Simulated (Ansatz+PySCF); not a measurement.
singlet SiO: levels of theory in one basis

```csv
atom,x (Å),y (Å),z (Å)
Si,0.0000,0.0000,-0.5982
O,0.0000,0.0000,1.0469
```

Basis set: def2-SVP (spherical functions). Frozen core: 6 orbitals. Charge 0, multiplicity 1.

Computed with Ansatz (development build ahead of 0.2.0); each method stands on the lowest determinant of its kind that the runs found. NEVPT2 correlates all electrons. Active spaces start from the frontier orbitals, and the lowest solution found is given.

```
         method  E − E(RHF) (eV)  <S²> of the determinant
            RHF             0.00                     0.00
        RHF-MP2            -7.85                        –
       RHF-CCSD            -7.86                        –
    RHF-CCSD(T)            -8.27                        –
SC-NEVPT2(10,8)            -7.47                        –
```

(1) What does CASSCF(10,8) give on the same scale?

(2) Is a single determinant a sound starting point here?

Answers

(1) -3.71 eV.

(2) By this sign, yes. Unrestricted orbitals gain 0.00 eV and <S²> is 0.00 against 0.00 for a pure state. The CASSCF(10,8) natural occupations are 2.00, 2.00, 1.97, 1.94, 1.94, 0.06, 0.06, 0.04.
